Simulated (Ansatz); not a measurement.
For 1T (CdI2-type) PtSe2, PBE (Ansatz, a program for electronic structure, PAW) gives:

```
Quantity              Result
-------------------  -------
lattice parameter a  3.752 Å
c axis length        6.475 Å
band gap             0.81 eV
```

Problem. What does r²SCAN0 in Ansatz (plane waves, PAW) give for the same quantities?

Solution. 
- lattice constant a: 3.675 Å (falls by 2.1 %)
- lattice parameter c: 6.054 Å (shrinks by 6.5 %)
- band gap: 2.01 eV (rises by 1.20 eV)

For comparison: lattice constant a 3.727 Å (measured, temperature not stated, no zero-point or thermal correction; as tabulated in Björkman (2014), arXiv:1406.2436); lattice parameter c 5.074 Å (measured, temperature not stated, zero-point anharmonic expansion removed (computed with revB86b-DF2); no thermal correction; as tabulated in Björkman (2014), arXiv:1406.2436); band gap 0 eV (measured, temperature not stated, no zero-point or thermal correction, semimetal, ARPES; as tabulated in Two-dimensional noble-metal chalcogenides and phosphochalcogenides, Angew. …).

Changes are worked out from the printed values.

Unless a cell is named, each level is at its own relaxed cell (PBE 26.31, r²SCAN0 23.61 Å³/atom).

Levels without +SOC leave out spin–orbit coupling, which shifts energies and cells of such heavy elements.

Levels without +SOC have no spin–orbit coupling; where heavier elements are present it shifts gaps, mostly down, and can invert bands. Density-functional gaps are differences of (generalised) Kohn–Sham levels.

Caveats: for a layered or molecular solid the relaxed cell lies over 5 % above the published volume, where the minimum can be shallow (PBE); the cell comes from a level without a dispersion term, which matters for the spacing of layers, chains or molecules (PBE, r²SCAN0). Ansatz's density-functional and Hartree–Fock values are scalar-relativistic unless marked +SOC, with PAW data made under PBE.
